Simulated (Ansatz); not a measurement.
The input (input.yaml):

```yaml
crystal:
  periodic: [false, false, false]
  atoms:
    - { symbol: Al, position_ang: [-0.013122, 0.172082, 0.169025] }
    - { symbol: "N", position_ang: [-0.018669, 0.086586, 2.084745] }
    - { symbol: H, position_ang: [-0.785197, -0.393112, 2.564911] }
    - { symbol: H, position_ang: [0.848095, -0.115038, 2.591331] }
    - { symbol: H, position_ang: [1.419227, -0.012473, -0.523846] }
    - { symbol: H, position_ang: [-1.404049, -0.304252, -0.488629] }
    - { symbol: O, position_ang: [-0.257842, 2.076855, 0.670566] }
    - { symbol: H, position_ang: [-1.161432, 2.417617, 0.504267] }
    - { symbol: H, position_ang: [-0.253209, 1.548237, 1.647532] }
basis:
  gaussian: { orbitals: "6-31G*" }
hamiltonian:
  xc: pbe
  dispersion: d4
md:
  timestep: 0.5
  n_steps: 200
  ensemble: nve
  temperature: 100.0
  initial_velocities: maxwell_boltzmann
  seed: 6720
```

Run as:

```bash
$ ansatz run input.yaml --threads 1 --pin off --max-ram 2048MiB --backend cpu --events-out ev --progress --plain --runs-dir out
```

Hardware: 1 thread of Arm Neoverse V2 (shared host).

Task: Roughly how long does this run take, and how much memory?

Result: 5 min, with a peak of 0.11 GiB, for 201 ionic steps.
